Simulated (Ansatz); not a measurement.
Relaxation of CH3NO (6 atoms, charge 0, multiplicity 1), to a largest force component of 0.02 eV/Å in at most 50 steps.

Theory: Ansatz 0.2.0, UKS PBE0/cc-pVDZ.

```xyz
6
Properties=species:S:1:pos:R:3:forces:R:3
N -0.929 -0.343 -0.051 -2.72 -0.47 -1.41
C 0.219 0.090 -0.239 0.63 -0.02 -0.29
O 0.964 0.204 0.822 3.07 0.95 0.79
H -1.382 -0.325 -0.974 -0.43 -0.34 0.24
H 0.716 0.352 -1.202 -0.03 0.06 0.58
H 0.454 -0.042 1.599 -0.52 -0.20 0.09
```

Question: Where does it end, and by what steps?

Answer: The run converged. After 5 steps the energy has fallen by 0.214 eV; H4 moved furthest, 0.08 Å.

```tsv
step	energy less start (eV)	largest force component (eV/Å)	accepted
0	0.0000	3.074	yes
1	-0.1785	1.117	yes
2	-0.1916	0.952	yes
3	-0.2111	0.517	yes
4	-0.2135	0.211	yes
5	-0.2142	0.018	yes
```

```xyz
6
Properties=species:S:1:pos:R:3
N -0.985 -0.322 -0.097
C 0.208 0.079 -0.222
O 1.023 0.222 0.831
H -1.436 -0.362 -1.014
H 0.736 0.358 -1.149
H 0.496 -0.039 1.605
```

Whether the end is a true minimum wasn't checked by a vibrational analysis.

The run took 12 s on 1 thread of Arm Neoverse V2, with other jobs on the host, peak memory 0.14 GiB.
